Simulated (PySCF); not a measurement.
Settings: PySCF, density fitting, no solvent, no relativity; the PBE0-D3(BJ)/def2-TZVP geometry of a molecule is the same in every run. Shieldings use GIAOs. KT3: no exact exchange; wB97X-D: range-separated exact exchange.

Mean 1H shielding (ppm):

```csv
molecule,KT3/pcSseg-2,wB97X-D/pcSseg-2
N,31.85,31.63
O=P(O)(O)O,28.47,?
C[Si](C)(C)C,31.63,31.63
O,31.30,30.93
P,29.62,29.45
CO,28.99,29.04
C,31.47,31.36
```

Predict the missing value of `O=P(O)(O)O` from the other molecules.

The functional change moves the other 6 molecules by -0.14 ppm on average (standard deviation 0.15), which puts `O=P(O)(O)O` at 28.47 − 0.14 = 28.33 ppm. A straight line through the pairs, y = 0.948x + 1.46, gives 28.45 ppm. The run gave 28.24 ppm: the mean change misses by 0.09, the line by 0.21 ppm.

Which of the two rules would one have trusted beforehand?

Leaving out each listed molecule in turn and predicting it from the rest, the mean change misses by 0.140 ppm on average and the line by 0.170; so the mean change, and for `O=P(O)(O)O` it was the closer one.

How even is the effect, and which conclusions about the order would change?

Among the 6 molecules with both values given it runs from -0.37 ppm for `O` to +0.05 ppm for `CO`; `O=P(O)(O)O` moves by -0.23 ppm, inside this range. The change is not of one sign for all. No pair among the 6 changes order.

Neither level serves as a reference here, and other classes of molecule may behave otherwise.
